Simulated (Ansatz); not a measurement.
Strength of the N–H bond: SiH2(NH2)2 → SiH2(NH)(NH2) + H

Species: SiH2(NH2)2, singlet; SiH2(NH)(NH2), doublet; H atom, doublet. 

Shapes, held fixed at every level: PBE0-D4/def2-TZVP. Flexible molecules stand in one conformer, not always the lowest. Programs: Ansatz 0.2.0. The zero-point and thermal change to 298 K, harmonic and unscaled (PBE0-D4/def2-TZVP), is -31.4 kJ/mol.

| level | kind | ΔH(298 K) (kJ/mol) | less CCSD(T)/CBS estimate | CPU time (sum over the molecules) |
| --- | --- | --- | --- | --- |
| HF/def2-SVP | Hartree–Fock | +339.2 | -131.1 | – |
| PBE-D4/def2-TZVPP | GGA | +447.4 | -22.9 | 14 s |
| r2SCAN-D4/def2-TZVPP | meta-GGA | +443.2 | -27.1 | 21 s |
| PBE0-D4/def2-TZVPP | global hybrid | +448.6 | -21.7 | 14 s |
| MP2/def2-SVP | perturbation theory | +451.8 | -18.5 | – |
| CCSD(T)/def2-SVP | coupled cluster or CI | +442.7 | -27.6 | 15 s |
| CCSD(T)/CBS estimate | coupled cluster or CI | +470.3 | 0.0 | 82 s |

The highest level, CCSD(T)/CBS estimate, gives ΔH(298 K) = +470.3 kJ/mol; the levels span +339.2 to +470.3. The column of differences is taken from that level and isn't an error. Hartree–Fock misses the correlation of the pair that is broken and comes out low. No measured value is set beside it here. Open shells run unrestricted unless RO is named. The CBS estimate extrapolates MP2 from def2-TZVPP and def2-QZVPP and adds CCSD(T) − MP2 in the triple-zeta set, cores frozen. Times are processor times on shared x86 and Arm servers, and rough.
